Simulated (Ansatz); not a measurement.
## What each rung costs, and what it gives

Saddle point of AlSiH5O, singlet (AlSiH₅O ([OH][AlH][SiH3]) → AlHO ([OH][Al]) + SiH₄; bonds formed: Si2–H3; bonds broken: Al1–Si2, Al1–H3), PBE0-D4/def2-TZVP structure:

```csv
atom,x (Å),y (Å),z (Å)
Al1,-0.8279,-0.0104,0.9787
Si2,1.2686,0.2735,-0.1808
H3,-0.3078,-0.2560,-0.7944
O4,-2.4721,-0.4203,0.9282
H5,2.3314,0.7218,0.7886
H6,1.7872,-1.0179,-0.7106
H7,1.1532,1.4020,-1.1453
H8,-2.9328,-0.6926,0.1356
```

Barriers are electronic and count from the start structure reached by relaxing down the imaginary mode.

Computed with Ansatz 0.2.0 (basis: as named in each row); correlated methods freeze the cores. B3LYP uses VWN-RPA correlation. Extrapolation: Hartree–Fock as exp(−7.88 √X), correlation as X^−2.97.

Times are rough, for one single point on 2 threads of a shared host (Arm Neoverse V2).

The estimate by CCSD(T) at an estimated basis limit (MP2 extrapolated from triple and quadruple zeta, plus CCSD(T) − MP2 in triple zeta) is 212.1 kJ/mol.

```json
{"method": "SPW92", "basis": "def2-TZVPP", "time (s)": "1", "barrier (kJ/mol)": "181.4", "method less estimate": "-30.7"}
{"method": "PBE-D4", "basis": "def2-TZVPP", "time (s)": "2", "barrier (kJ/mol)": "188.1", "method less estimate": "-24.0"}
{"method": "BLYP-D4", "basis": "def2-TZVPP", "time (s)": "2", "barrier (kJ/mol)": "197.6", "method less estimate": "-14.5"}
{"method": "PBE0-D4", "basis": "def2-TZVPP", "time (s)": "2", "barrier (kJ/mol)": "202.8", "method less estimate": "-9.3"}
{"method": "BHLYP-D4", "basis": "def2-TZVPP", "time (s)": "2", "barrier (kJ/mol)": "225.1", "method less estimate": "13.0"}
{"method": "B3LYP-D4", "basis": "def2-TZVPP", "time (s)": "2", "barrier (kJ/mol)": "208.9", "method less estimate": "-3.2"}
{"method": "CAM-B3LYP-D4", "basis": "def2-TZVPP", "time (s)": "3", "barrier (kJ/mol)": "220.9", "method less estimate": "8.8"}
{"method": "r2SCAN-D4", "basis": "def2-TZVPP", "time (s)": "3", "barrier (kJ/mol)": "202.2", "method less estimate": "-9.9"}
{"method": "r2SCAN0-D4", "basis": "def2-TZVPP", "time (s)": "4", "barrier (kJ/mol)": "210.5", "method less estimate": "-1.6"}
{"method": "B2PLYP", "basis": "def2-TZVPP", "time (s)": "4", "barrier (kJ/mol)": "215.4", "method less estimate": "3.4"}
{"method": "PBE-QIDH", "basis": "def2-TZVPP", "time (s)": "6", "barrier (kJ/mol)": "216.5", "method less estimate": "4.5"}
{"method": "RPA on PBE", "basis": "def2-TZVPP", "time (s)": "6", "barrier (kJ/mol)": "204.3", "method less estimate": "-7.8"}
{"method": "B97M-V", "basis": "def2-TZVPP", "time (s)": "6", "barrier (kJ/mol)": "198.9", "method less estimate": "-13.1"}
{"method": "wB97X-V", "basis": "def2-TZVPP", "time (s)": "7", "barrier (kJ/mol)": "222.6", "method less estimate": "10.5"}
{"method": "wB97M-V", "basis": "def2-TZVPP", "time (s)": "7", "barrier (kJ/mol)": "208.0", "method less estimate": "-4.1"}
{"method": "MP2", "basis": "def2-QZVPP", "time (s)": "16", "barrier (kJ/mol)": "219.8", "method less estimate": "7.7"}
{"method": "CCSD(T)", "basis": "def2-TZVPP", "time (s)": "28", "barrier (kJ/mol)": "213.0", "method less estimate": "1.0"}
```

All methods are single points on the PBE0-D4 structures.

No T1 diagnostic of these runs exceeds 0.016. The restricted Hartree–Fock reference is unstable towards an unrestricted one at one or more of these structures.

Losses and insertions of silylenes and their heavier kin drive the gas-phase chemistry of silicon and germanium vapour deposition.

Labels in which every atom is bracketed show which atoms are joined, not bond orders.
